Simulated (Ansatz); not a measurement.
# Al2NH6+ (SMILES [NH3+][AlH][AlH2]): functionals against CCSD(T) at one geometry

The task here is to estimate one member of a computed series from the others.

The runs use Ansatz 0.2.0, Gaussian basis; single points in def2-TZVPP.

Cores are frozen in the correlated methods.

**The system as given**

SMILES `[NH3+][AlH][AlH2]`, 9 atoms, charge 1, spin multiplicity 1.

Atoms are counted from 1 here; the program's logs count them from 0.

Bond lengths: N1–Al2 1.919 Å, N1–H4 1.125 Å, N1–H5 1.067 Å, N1–H6 1.068 Å, Al2–Al3 2.543 Å, Al2–H7 1.637 Å, Al3–H8 1.703 Å, Al3–H9 1.607 Å. Angles: Al2–N1–H4 117.4°, Al2–N1–H5 111.7°, Al2–N1–H6 117.6°, H4–N1–H5 114.0°, H4–N1–H6 94.7°, H5–N1–H6 99.2°, N1–Al2–Al3 102.7°, N1–Al2–H7 100.2°, Al3–Al2–H7 157.1°, Al2–Al3–H8 140.9°, Al2–Al3–H9 101.9°, H8–Al3–H9 117.1°.

As a file:

```xyz
9
Al2H6N
N    -0.7451    0.9348   -0.6755
Al    0.7207   -0.2892   -0.8671
Al    0.8211   -1.4020    1.4175
H    -1.7253    0.5169   -0.3145
H    -0.8337    1.5799   -1.5214
H    -0.6758    1.6719    0.0937
H     1.1236   -0.0156   -2.4297
H     1.7422   -2.5329    2.2971
H    -0.3762   -0.6666    2.1973
```

Set-up of the first run:

The input, run/in.yaml:

```yaml
crystal:
  periodic: [false, false, false]
  atoms:
    - {symbol: N, position_ang: [-0.745100, 0.934800, -0.675500]}
    - {symbol: Al, position_ang: [0.720700, -0.289200, -0.867100]}
    - {symbol: Al, position_ang: [0.821100, -1.402000, 1.417500]}
    - {symbol: H, position_ang: [-1.725300, 0.516900, -0.314500]}
    - {symbol: H, position_ang: [-0.833700, 1.579900, -1.521400]}
    - {symbol: H, position_ang: [-0.675800, 1.671900, 0.093700]}
    - {symbol: H, position_ang: [1.123600, -0.015600, -2.429700]}
    - {symbol: H, position_ang: [1.742200, -2.532900, 2.297100]}
    - {symbol: H, position_ang: [-0.376200, -0.666600, 2.197300]}
basis:
  gaussian: {orbitals: def2-TZVPP}
total_charge: 1
correlation: {method: ccsd_t}
output: {forces: true}
```

The command line of these runs was not kept.

Steps of the session up to this table: CCSD(T)/def2-TZVPP; PBE0-D4/def2-TZVPP; wB97M-V/def2-TZVPP; r2SCAN-D4/def2-TZVPP; PBE-D4/def2-TZVPP; CAM-B3LYP-D4/def2-TZVPP; r2SCANh-D4/def2-TZVPP.

One of the session's tables, all rows but one given; the rest of the session is left out.

| method | RMS force component (eV/Å) | angle to CCSD(T) forces (°) |
| --- | --- | --- |
| CCSD(T) | 1.273 | reference |
| PBE0-D4 | ? | ? |
| wB97M-V | 1.295 | 1.9 |
| r2SCAN-D4 | 1.241 | 1.5 |
| PBE-D4 | 1.147 | 4.3 |
| CAM-B3LYP-D4 | 1.284 | 1.9 |
| r2SCANh-D4 | 1.279 | 2.2 |

Q: Estimate the row for PBE0-D4 from the others.

**Answer.** RMS force component (eV/Å): 1.274; angle to CCSD(T) forces (°): 2.1. In the column «RMS force component (eV/Å)» it lies between CCSD(T) (1.273) and r2SCANh-D4 (1.279).
